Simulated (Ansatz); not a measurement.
**SiN2H+ (quintet): wave-function methods side by side, def2-QZVPP**

How much of the correlation energy of SiN2H+ (quintet) does each wave-function method recover here?

The runs use Ansatz 0.2.0, Gaussian basis; def2-QZVPP, core rule «outside noble gas», up to 7 orbitals frozen.

The runs, in order: UHF; ROHF; CCSD(T) on UHF.

3 further runs of the same task are left out: 1 that didn't finish, 2 set aside as unsound or not needed. Runs told in other sessions of the task aren't counted.

**1. The system**

The geometry is a PBE0/def2-TZVP stationary point (not a proven minimum) of the parent state, kept for this charge and spin.

4 atoms, charge 1, spin multiplicity 5.

Atoms are counted from 1 here; the program's logs count them from 0.

Bond lengths: N1–Si2 1.595 Å, N1–H4 1.005 Å, Si2–N3 1.809 Å. Angles: Si2–N1–H4 144.7°, N1–Si2–N3 105.3°.

In the tables R marks a restricted open-shell determinant and U an unrestricted one; energies count from the table's Hartree-Fock row.

**2. UHF**

Input file in.yaml:

```yaml
crystal:
  periodic: [false, false, false]
  atoms:
    - {symbol: N, position_ang: [0.000000, -0.484969, 1.254083]}
    - {symbol: Si, position_ang: [0.000000, 0.524235, 0.018749]}
    - {symbol: N, position_ang: [0.000000, -0.526367, -1.454098]}
    - {symbol: H, position_ang: [0.000000, -0.553520, 2.257049]}
basis:
  gaussian: {orbitals: "def2-QZVPP.json"}
total_charge: 1
magnetization: {spin_polarized: true, initial_magnetization: 4}
hamiltonian: {xc: hf}
output: {orbitals: {seedname: orbitals}}
```

Launch:

```sh
$ ansatz run in.yaml --threads 1 --pin off --events-out ev --progress --plain --max-ram 2393MiB
```

Output:

```text
Functional definition: HF
  name "HF"
  cite "Fock, Z. Phys. 61, 126 (1930) doi:10.1007/BF01340294"
  parent pbe
  exchange = exact_x
  correlation = 0
919 factors; their error is unknown
mean field evaluation 1: about -10820.8058 eV, gradient 4.4e1 eV
mean field evaluation 2: about -10818.2865 eV, gradient 4.9e1 eV
mean field evaluation 4: about -10830.2992 eV, gradient 3.3e0 eV
mean field evaluation 8: about -10831.0770 eV, gradient 1.3e0 eV
mean field evaluation 16: about -10831.3991 eV, gradient 2.3e-1 eV
mean field evaluation 32: about -10831.4470 eV, gradient 1.1e-1 eV
mean field evaluation 64: about -10831.4393 eV, gradient 2.0e-1 eV
mean field evaluation 96: about -10831.4476 eV, gradient 1.8e-2 eV
mean field evaluation 128: about -10831.3893 eV, gradient 7.8e-1 eV
mean field evaluation 160: about -10830.6742 eV, gradient 4.0e0 eV
mean field evaluation 192: about -10831.4399 eV, gradient 2.0e-1 eV
mean field evaluation 224: about -10827.1976 eV, gradient 3.8e0 eV
mean field evaluation 256: about -10827.3050 eV, gradient 1.1e0 eV
mean field evaluation 288: about -10826.0189 eV, gradient 1.7e0 eV
mean field evaluation 320: about -10823.9015 eV, gradient 2.8e0 eV
mean field evaluation 352: about -10831.3764 eV, gradient 4.4e-1 eV
mean field -10831.44917103 eV, -398.0484152154 hartree, gradient 6.9e-6 eV, S^2 6.068181; 6 other end points of the search recorded, 0 dependent functions left out
reference -10831.44917103 eV, -398.0484152154 hartree; 16, 12 occupied and 198, 202 virtual orbitals, 919 factors
Total energy: -10831.44917103 eV, -398.0484152154 hartree
```

It took 67 s on 1 thread of Arm Neoverse V1, shared host; peak memory 0.52 GiB.

From the report: ⟨S²⟩ of the determinant 6.068 (pure quintet: 6.00).

**3. ROHF**

in.yaml, as its differences from that of step 2:

```diff
@@ -10,3 +10,3 @@
 total_charge: 1
-magnetization: {spin_polarized: true, initial_magnetization: 4}
+magnetization: {spin_polarized: false, initial_magnetization: 4}
 hamiltonian: {xc: hf}
```

The command is unchanged.

Output, shortened:

```text
Functional definition: HF
  name "HF"
  cite "Fock, Z. Phys. 61, 126 (1930) doi:10.1007/BF01340294"
  parent pbe
[...]
919 factors; their error is unknown
[...]
mean field -10830.96566460 eV, -398.0306466820 hartree, gradient 2.9e-6 eV, S^2 6.000000; 4 other end points of the search recorded, 0 dependent functions left out
reference -10830.96566460 eV, -398.0306466820 hartree; 16, 12 occupied and 198, 202 virtual orbitals, 919 factors
Total energy: -10830.96566460 eV, -398.0306466820 hartree
```

Wall time 65 s (1 thread of Arm Neoverse V1, shared host); peak memory 0.5 GiB.

**4. CCSD(T) on UHF**

in.yaml, as its differences from that of step 3:

```diff
@@ -10,4 +10,3 @@
 total_charge: 1
-magnetization: {spin_polarized: false, initial_magnetization: 4}
-hamiltonian: {xc: hf}
-output: {orbitals: {seedname: orbitals}}
+magnetization: {spin_polarized: true, initial_magnetization: 4}
+correlation: {method: ccsd_t, electrons: outside_noble_gas}
```

Launch:

```sh
$ ansatz run in.yaml --threads 4 --pin off --events-out ev --progress --plain --max-ram 9574MiB
```

Output, shortened:

```text
Functional definition: HF
  name "HF"
  cite "Fock, Z. Phys. 61, 126 (1930) doi:10.1007/BF01340294"
  parent pbe
[...]
1294 factors; integrals over basis functions are off by at most 1.1e-3 eV
[...]
mean field -10831.44938540 eV, -398.0484230932 hartree, gradient 1.8e-6 eV, S^2 6.068182; 15 other end points of the search recorded, 0 dependent functions left out
determinant -10831.44938540 eV, -398.0484230932 hartree, with singles and doubles -10842.91577687 eV, -398.4698052077 hartree
determinant -10831.44082157 eV, -398.0481083783 hartree, with singles and doubles -10842.89562174 eV, -398.4690645202 hartree
determinant -10831.44078479 eV, -398.0481070268 hartree, with singles and doubles -10842.93497480 eV, -398.4705107185 hartree
determinant -10829.19964458 eV, -397.9657466432 hartree, with singles and doubles -10841.39207060 eV, -398.4138100352 hartree
[...]
determinant -10828.61119123 eV, -397.9441213813 hartree, with singles and doubles -10840.08704729 eV, -398.3658513128 hartree
determinant -10831.44938540 eV, -398.0484230932 hartree, with singles and doubles -10842.72137484 eV, -398.4626610648 hartree
determinant -10831.44082157 eV, -398.0481083783 hartree, with singles and doubles -10842.70228797 eV, -398.4619596354 hartree
determinant -10831.44078479 eV, -398.0481070268 hartree, with singles and doubles -10842.73021186 eV, -398.4629858195 hartree
7 core orbitals not correlated: weight in the atoms' cores, before any rotation towards them, 1.000 or more for the frozen orbitals, at most 0.000 for the correlated occupied ones
reference -10831.44078479 eV, -398.0481070268 hartree; 9, 5 occupied and 198, 202 virtual orbitals, 1294 factors
second order -10.29276132 eV of doubles, -0.00000000 eV of singles
cycle   1  -11.28942860 eV  change   -1.5e-6 eV  update   4.0e-6
perturbative correction -0.48824168 eV, -0.0179425509 hartree
Total energy: -10843.21845507 eV, -398.4809284264 hartree
```

Run time: 8.3 min. Hardware: 4 threads of Arm Neoverse V1, shared host; peak memory 7.6 GiB.

From the report: ⟨S²⟩ of the determinant 6.060 (pure quintet: 6.00); correlation -11.7777 eV; T1 0.026; largest double amplitude 0.05.

**5. Misses and costs**

No level here is safe as a reference; UCCSD(T) serves as a yardstick only. Rows without a time are mean-field rows or come out of runs for another level: lower rungs of the coupled-cluster runs, or the Hartree-Fock search.

Differences are taken before rounding.

| method | energy from the lowest ROHF (kJ/mol) | from UCCSD(T) (kJ/mol) | time |
| --- | --- | --- | --- |
| ROHF | 0.0 | +1182.2 |  |
| UHF | -46.7 | +1135.6 | 67 s |
| UMP2 | -1038.9 | +143.3 |  |
| UCCSD | -1135.1 | +47.1 |  |
| UCCSD(T) | -1182.2 | 0 | 8.3 min |

**6. Outcome**

| quantity | value |
| --- | --- |
| UCCSD(T) from the ROHF energy | -12.2528 eV |
| UMP2 from UCCSD(T) | +143.3 kJ/mol |

**Reading.** Coupled cluster took another determinant than the lowest Hartree-Fock one. Warnings: coupled cluster took another determinant than the lowest.
